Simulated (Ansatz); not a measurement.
**Antiferromagnetic (type II) rock-salt NiO**

Method: HSE06 in Ansatz (plane waves, PAW).

Settings: plane-wave cutoff 460 eV, 10×10×10 k mesh, Fermi–Dirac smearing 0.01 eV, spin-polarised with opposed moments, scalar-relativistic PAW data made under PBE.

Cell (relaxed at this level):

```yaml
crystal:
  lattice:
    - [4.17101, 2.08156, 2.08156]
    - [2.08156, 4.17101, 2.08156]
    - [2.08156, 2.08156, 4.17101]
  atoms:
    - { symbol: Ni, position: [0.00000, 0.00000, 0.00000], spin: 2.0 }
    - { symbol: Ni, position: [0.50000, 0.50000, 0.50000], spin: -2.0 }
    - { symbol: O, position: [0.25000, 0.25000, 0.25000] }
    - { symbol: O, position: [0.75000, 0.75000, 0.75000] }
```

For antiferromagnetic (type II) rock-salt NiO, the band gap is 4.51 eV (indirect) and the smallest direct gap on the k points sampled is 5.04 eV. The Γ–Γ gap is 5.25 eV and the magnetic moment (largest site, within a sphere) is 1.68 μB.

Spins in the cell block are starting values.

Moments are spin moments.

Computing time: about 3 core-hours (a rough figure).

Ansatz is a first-principles code.
